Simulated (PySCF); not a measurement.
**mercaptoacetone (SMILES CC(=O)CS)**

Molfile (atoms numbered from 1):
```
C3H6OS
     RDKit          3D

 11 10  0  0  0  0  0  0  0  0999 V2000
    1.4576    0.0456   -0.3376 C   0  0  0  0  0  0  0  0  0  0  0  0
    0.2819   -0.3564    0.5045 C   0  0  0  0  0  0  0  0  0  0  0  0
    0.3709   -0.6158    1.6784 O   0  0  0  0  0  0  0  0  0  0  0  0
   -1.0645   -0.4044   -0.1853 C   0  0  0  0  0  0  0  0  0  0  0  0
   -1.7733    1.2647   -0.2244 S   0  0  0  0  0  0  0  0  0  0  0  0
    1.6684   -0.7465   -1.0629 H   0  0  0  0  0  0  0  0  0  0  0  0
    1.2266    0.9509   -0.9035 H   0  0  0  0  0  0  0  0  0  0  0  0
    2.3324    0.2043    0.2894 H   0  0  0  0  0  0  0  0  0  0  0  0
   -1.7282   -1.0915    0.3373 H   0  0  0  0  0  0  0  0  0  0  0  0
   -0.9730   -0.6999   -1.2322 H   0  0  0  0  0  0  0  0  0  0  0  0
   -1.7980    1.4323    1.1080 H   0  0  0  0  0  0  0  0  0  0  0  0
  1  2  1  0
  2  3  2  0
  2  4  1  0
  4  5  1  0
  1  6  1  0
  1  7  1  0
  1  8  1  0
  4  9  1  0
  4 10  1  0
  5 11  1  0
M  END
```

Theory: quadratic response CAM-B3LYP/def2-TZVPD first hyperpolarisability, Taylor convention, gas phase (PySCF 2.14.0). Geometry: PBE0-D3(BJ)/def2-TZVP.

(1) Give the tensor of the static β(0;0,0) in the axes of these coordinates.

Answers

(1) In au, Taylor convention; rows are the first index (the induced dipole):
```csv
,xx,yy,zz,xy,xz,yz
x,+28.3,-4.2,+10.1,-8.8,-6.7,+1.0
y,-8.8,-45.8,-13.7,-4.2,+1.0,+16.5
z,-6.7,+16.5,+39.8,+1.0,+10.1,-13.7
```
Norm of βᵢ = ⅓ Σⱼ (βᵢⱼⱼ + βⱼᵢⱼ + βⱼⱼᵢ): 91.0 au, hyper-Rayleigh value 35.5 au.
